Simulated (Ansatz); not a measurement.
Ansatz (a first-principles code) input (CCSD(T)/aug-cc-pVDZ):

Ansatz 0.2 input:
```yaml
crystal:
  periodic: [false, false, false]
  atoms:
    - {symbol: O, position_ang: [0.05868076, 0.71529811, -0.05163121]}
    - {symbol: O, position_ang: [0.04226471, -0.60960507, -0.00105923]}
    - {symbol: H, position_ang: [-0.80756382, -0.84554439, 0.42152350]}
basis:
  gaussian:
    orbitals: aug-cc-pVDZ
magnetization: {spin_polarized: true, initial_magnetization: 1}
correlation: {method: ccsd_t, electrons: outside_noble_gas}
output: {forces: true}
```

End of the output:

```
integrals: 0.04 GiB planned
525 factors; integrals over basis functions are off by at most 7.7e-4 eV
mean field: 0.09 GiB planned
mean field evaluation 1: about -4085.8756 eV, gradient 1.4e1 eV
mean field evaluation 2: about -4085.8761 eV, gradient 1.4e1 eV
mean field evaluation 4: about -4086.9899 eV, gradient 3.0e0 eV
mean field evaluation 8: about -4087.2134 eV, gradient 2.6e-1 eV
mean field evaluation 16: about -4086.9891 eV, gradient 3.0e0 eV
mean field evaluation 32: about -4086.5841 eV, gradient 1.3e-3 eV
mean field evaluation 64: about -4086.5830 eV, gradient 1.8e-1 eV
mean field -4087.21530983 eV, -150.2023922221 hartree, gradient 4.6e-6 eV, S^2 0.762730; 4 other end points of the search recorded, 0 dependent functions left out
determinant -4087.21530983 eV, -150.2023922221 hartree, with singles and doubles -4097.69135354 eV, -150.5873797278 hartree
determinant -4086.58411941 eV, -150.1791964020 hartree, with singles and doubles -4096.73818972 eV, -150.5523516035 hartree
2 core orbitals not correlated
reference -4087.21530983 eV, -150.2023922221 hartree; 7, 6 occupied and 46, 47 virtual orbitals, 525 factors
densities: 0.24 GiB planned
second order -9.96208910 eV of doubles, -0.00000000 eV of singles
coupled cluster: 0.19 GiB planned
cycle   1  -10.46251026 eV  change   -3.4e-1 eV  update   3.2e-2
cycle   2  -10.49697356 eV  change   -3.4e-2 eV  update   9.1e-3
cycle   3  -10.50276149 eV  change   -5.8e-3 eV  update   5.3e-3
cycle   4  -10.50577592 eV  change   -3.0e-3 eV  update   1.5e-3
cycle   5  -10.50721128 eV  change   -1.4e-3 eV  update   7.8e-4
cycle   6  -10.50846914 eV  change   -1.3e-3 eV  update   4.2e-4
cycle   7  -10.50891528 eV  change   -4.5e-4 eV  update   1.9e-4
cycle   8  -10.50905097 eV  change   -1.4e-4 eV  update   6.9e-5
cycle   9  -10.50906868 eV  change   -1.8e-5 eV  update   2.4e-5
cycle  10  -10.50907451 eV  change   -5.8e-6 eV  update   9.2e-6
cycle  11  -10.50907913 eV  change   -4.6e-6 eV  update   3.6e-6
cycle  12  -10.50907911 eV  change    3.0e-8 eV  update   1.4e-6
cycle  13  -10.50907947 eV  change   -3.6e-7 eV  update   5.5e-7
cycle  14  -10.50907945 eV  change    1.9e-8 eV  update   2.4e-7
perturbative correction -0.32637274 eV, -0.0119939769 hartree
the calculation of the forces begins
Total energy: -4098.05076201 eV, -150.6005877453 hartree
Atom 0 at     0.058681     0.715298    -0.051631 Å, force    -0.057671     0.767328     0.003517 eV/Å
Atom 1 at     0.042265    -0.609605    -0.001059 Å, force     0.153439    -0.845471    -0.047774 eV/Å
Atom 2 at    -0.807564    -0.845544     0.421523 Å, force    -0.095768     0.078143     0.044257 eV/Å
Dipole moment:    -0.316042    -0.282968     0.163424 e Å
```

It need not be the lowest isomer of its formula.
